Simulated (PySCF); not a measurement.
Gas-phase reaction: 3 Al + 4 C3H8 → 3 Al(CH3)3 + C3H5 (allyl)

Computed with PySCF and rigid-rotor harmonic-oscillator thermochemistry at 1 bar. S°(298 K) at PBE0/def2-TZVP differs from the NASA 1993 table for C3H5 (allyl) (-17 J/mol/K); whether the harmonic model or the table's entry is off was not settled. † marks an energy on the PBE0/def2-TZVP geometry and frequencies; other levels use their own. MP2 freezes the core. Open shells (unrestricted): Al (multiplicity 2, electronic degeneracy 6), C3H5 (allyl) (multiplicity 2); the rest are closed-shell singlets. Spin-orbit splitting is ignored; it lowers the true energy and changes the entropy of Al. B3LYP is the form with VWN-RPA correlation. Methyl groups turn as free rotors in Al(CH3)3. MP2 isn't extrapolated to the basis-set limit; its ΔH°(298 K) is -469.8 kJ in def2-SVP and -571.8 kJ in def2-TZVPP. The harmonic model lacks anharmonicity and excited electronic states, which grow with temperature; levels with a mode under 35 cm⁻¹ are left out. Internal rotation in C3H8 is treated as a harmonic vibration of one conformer, which makes the entropy rough. Warning, spin contamination: C3H5 (allyl) (HF/def2-TZVP†, MP2/def2-SVP†).

| level | ΔE electronic, kJ | ΔH°(298 K), kJ | ΔS°(298 K), J/K | ΔG°(2000 K), kJ |
|---|---|---|---|---|
| B3LYP/def2-TZVP† | -491 | -570 | -266 | -103 |
| BLYP/def2-TZVP† | -491 | -570 | -266 | -103 |
| HF/def2-TZVP† | -360 | -440 | -266 | 27 |
| M06-2X/def2-TZVP† | -536 | -615 | -266 | -148 |
| MP2/def2-SVP† | -390 | -470 | -266 | -3 |
| PBE/def2-SVP | -463 | -538 | -261 | -79 |
| PBE0/def2-SVP† | -452 | -531 | -266 | -64 |
| PBE0/def2-TZVP | -485 | -565 | -266 | -98 |
ΔH° is lowest at M06-2X/def2-TZVP† and highest at HF/def2-TZVP†. No reference value is set beside these.
